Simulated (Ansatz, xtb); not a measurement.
**C3H5N: which of these isomers lies lowest?**

3 of its isomers, all singlets with charge 0: A = `C#CNC`; B = propanenitrile `CCC#N`; C = isocyanoethane `[C-]#[N+]CC`.

Shapes, held fixed at every level: PBE0-D4/def2-TZVP. Programs: Ansatz 0.2.0, xtb 6.7.1.

A:

```xyz
9

C    -0.6158    0.6055   -2.0239
C     0.0093    0.4418   -1.0084
N     0.7096    0.2060    0.1065
C     0.0900   -0.5958    1.1477
H    -1.1537    0.7509   -2.9285
H     1.2293    1.0019    0.4439
H     0.8257   -0.7884    1.9294
H    -0.2163   -1.5521    0.7232
H    -0.7895   -0.1159    1.5929
```

B:

```xyz
9

C    -0.4065    0.8280   -0.4382
C    -0.1171   -0.3184    0.5262
C     0.9808   -1.1595    0.0751
N     1.8504   -1.8127   -0.2970
H    -0.6779    0.4488   -1.4240
H    -1.2338    1.4301   -0.0602
H     0.4661    1.4723   -0.5506
H    -0.9992   -0.9530    0.6500
H     0.1373    0.0645    1.5186
```

C:

```xyz
9

C     1.2327    0.0467   -2.2660
N     0.8590    0.2535   -1.1826
C     0.3822    0.4801    0.1320
C    -0.7246   -0.4893    0.5044
H     1.2278    0.3862    0.8182
H     0.0293    1.5131    0.1892
H    -0.3684   -1.5191    0.4580
H    -1.5726   -0.3869   -0.1739
H    -1.0653   -0.2844    1.5208
```

Electronic energies in kJ/mol, without zero-point or thermal terms.

Task: Which isomer should be the most stable, and roughly by how much?

Result: B < C < A in rising energy, over a span of 201 kJ/mol, by CCSD(T)/CBS estimate. All levels agree on that. The B − A difference spans -211.5 to -116.5 kJ/mol over the levels. The CBS estimate extrapolates MP2 from def2-TZVPP and def2-QZVPP and adds CCSD(T) − MP2 in the triple-zeta set, cores frozen. GFN2-xTB strays far from the other rows.

```csv
level,kind,B − A,C − A
GFN2-xTB,semi-empirical,-116.5,-24.5
HF/def2-TZVPP,Hartree–Fock,-211.5,-136.7
SPW92/def2-TZVPP,LDA,-166.4,-73.3
BHLYP-D4/def2-TZVPP,global hybrid,-195.9,-111.4
r2SCAN0-D4/def2-TZVPP,global hybrid,-194.8,-103.7
wB97M-V/def2-TZVPP,range-separated hybrid,-198.1,-112.5
CCSD(T)/def2-TZVPP,coupled cluster or CI,-209.8,-116.7
CCSD/def2-TZVPP,coupled cluster or CI,-210.4,-118.7
CCSD(T)/CBS estimate,coupled cluster or CI,-201.4,-109.1
```
